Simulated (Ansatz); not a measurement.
# C₃H₇FO₂: up Jacob's ladder to CCSD(T)

An exercise on one series of results from a longer session: the logs are not shown, and one member is left open.

Method: functionals in def2-TZVPP, the program's frozen cores in correlated methods; program: Ansatz 0.2.0, Gaussian basis.

Plan: PBE-D4, r2SCAN-D4, PBE0-D4, B3LYP-D4, ωB97X-V, ωB97M-V, B2PLYP; CCSD(T)/def2-TZVPP; MP2/def2-QZVPP; extrapolation to the limit.

### The relaxed structure

The geometry comes from an earlier relaxation with PBE0-D4 in a triple-zeta def2 set; it is a stationary point, not always the lowest conformer.

SMILES `COC(F)OC`, 13 atoms, charge 0, spin multiplicity 1.

Atoms are counted from 1 here; the program's logs count them from 0.

Bond lengths: C1–O2 1.412 Å, C1–H7 1.093 Å, C1–H8 1.097 Å, C1–H9 1.089 Å, O2–C3 1.369 Å, C3–F4 1.363 Å, C3–O5 1.360 Å, C3–H10 1.106 Å, O5–C6 1.412 Å, C6–H11 1.088 Å, C6–H12 1.097 Å, C6–H13 1.093 Å. Angles: O2–C1–H7 111.3°, O2–C1–H8 111.1°, O2–C1–H9 106.8°, H7–C1–H8 109.1°, H7–C1–H9 109.4°, H8–C1–H9 109.1°, C1–O2–C3 114.0°, O2–C3–F4 110.3°, O2–C3–O5 110.1°, O2–C3–H10 110.8°, F4–C3–O5 106.3°, F4–C3–H10 106.9°, O5–C3–H10 112.4°, C3–O5–C6 113.6°, O5–C6–H11 106.6°, O5–C6–H12 111.0°, O5–C6–H13 111.4°, H11–C6–H12 109.0° and more.

The first run:

Input file in.yaml:

```yaml
crystal:
  periodic: [false, false, false]
  atoms:
    - {symbol: C, position_ang: [0.749270, -0.847681, 1.687160]}
    - {symbol: O, position_ang: [0.004198, 0.093575, 0.942961]}
    - {symbol: C, position_ang: [0.584313, 0.450147, -0.244949]}
    - {symbol: F, position_ang: [1.692926, 1.210791, -0.019166]}
    - {symbol: O, position_ang: [-0.269662, 1.223625, -0.967294]}
    - {symbol: C, position_ang: [-1.391434, 0.520243, -1.457984]}
    - {symbol: H, position_ang: [1.685181, -0.415110, 2.050614]}
    - {symbol: H, position_ang: [0.974052, -1.737425, 1.085951]}
    - {symbol: H, position_ang: [0.132169, -1.138399, 2.535476]}
    - {symbol: H, position_ang: [0.916855, -0.444467, -0.803690]}
    - {symbol: H, position_ang: [-1.935145, 1.211786, -2.098846]}
    - {symbol: H, position_ang: [-1.082125, -0.349441, -2.051599]}
    - {symbol: H, position_ang: [-2.040197, 0.187656, -0.643835]}
basis:
  gaussian: {orbitals: def2-TZVPP}
hamiltonian: {xc: pbe, dispersion: d4}
output: {forces: true, orbitals: {seedname: orbitals}}
```

The run is started by

```bash
$ ansatz run in.yaml --threads 2 --pin off --events-out ev --progress --plain --max-ram 22528MiB --backend cuda --devices 0, --max-vram 18GiB
```

Among the steps run: PBE-D4 (GGA); r2SCAN-D4 (meta-GGA); PBE0-D4 (hybrid); B3LYP-D4 (hybrid); ωB97X-V (range-separated); ωB97M-V (range-separated); B2PLYP (double hybrid); CCSD(T) in def2-TZVPP; MP2 in def2-QZVPP.

One table of the session follows, with a row left open; its other results are not shown here.

```
            method  atomisation energy (kJ/mol)
            PBE-D4                       5197.9
         r2SCAN-D4                            ?
           PBE0-D4                       5070.7
          B3LYP-D4                       5047.5
           ωB97X-V                       5068.7
           ωB97M-V                       5073.0
            B2PLYP                       5003.0
     HF/def2-TZVPP                       3582.2
    MP2/def2-TZVPP                       5037.0
   CCSD/def2-TZVPP                       4849.5
CCSD(T)/def2-TZVPP                       4930.0
           MP2/CBS                       5164.2
       CCSD(T)/CBS                       5057.2
```

**Question.** Estimate the row for r2SCAN-D4.

As computed: atomisation energy (kJ/mol): 5072.7. In the column «atomisation energy (kJ/mol)» it lies between PBE0-D4 (5070.7) and ωB97M-V (5073.0).

To keep in mind: Free atoms (3 C, 2 O, 1 F, 7 H) were run apart at each level; the atomisation energy is their sum less the molecule, without zero-point or spin-orbit terms.
